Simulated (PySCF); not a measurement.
C4H5FO.
SMILES with atom numbers: `[CH2:1]=[C:2]([F:3])[C:4]([CH3:5])=[O:6]`

A calculation gives these core lines: C 1s: 290.94 (area 1), 291.27 (area 1), 293.35 (area 1), 293.74 (area 1) eV; O 1s: 537.72 eV; F 1s: 693.50 eV.

Level of theory: delta-SCF UKS SCAN, pcX-2 on the ionised atom, pcseg-1 elsewhere, spin-free X2C in PySCF. The structure is a single PBE0-D3(BJ)/def2-SVP conformer in the gas phase; no vibrational or solvent corrections.

(1) Order the carbon atoms by C 1s binding energy.

## Answers

(1) 290.94 eV: C1 (terminal =CH2 carbon); 291.27 eV: C5 (methyl carbon next to a carbonyl); 293.35 eV: C2 (vinylic C–F carbon); 293.74 eV: C4 (ketone carbonyl carbon). Lowest listed C 1s: C1, bonded to C (double bond) and 2 H. Highest, 2.80 eV above it: C4, bonded to O (double bond) and 2 C. Summing the Pauling electronegativity differences to the bonded atoms, each weighted by its formal bond order, gives -0.70 for the lowest site and +1.78 for the highest; no listed site has a larger sum than the highest. The smallest sum, -1.05, belongs to C5, 0.33 eV above the lowest.

Bonded neighbours of each site: C1: C (double bond) and 2 H; C2: F, C (double bond) and C; F3: C; C4: O (double bond) and 2 C; C5: C and 3 H; O6: C (double bond).

Problem. Which effective nuclear charge Zeff reproduces each element's mean 1s value in the hydrogen-like formula E = 13.606 eV × Zeff²?

Solution. C (Z = 6): mean 292.3 eV, Zeff = 4.64, Z − Zeff = 1.36; O (Z = 8): mean 537.7 eV, Zeff = 6.29, Z − Zeff = 1.71; F (Z = 9): mean 693.5 eV, Zeff = 7.14, Z − Zeff = 1.86. Means run over the listed sites, weighted by atom count.

Hardware: Arm Neoverse V1, one thread (shared host). Cost: 60 s.

Shape of the structure used: `[CH2:1]=[C:2]([F:3])[C:4]([CH3:5])=[O:6]`: C1–C2–C4–C5 180°.
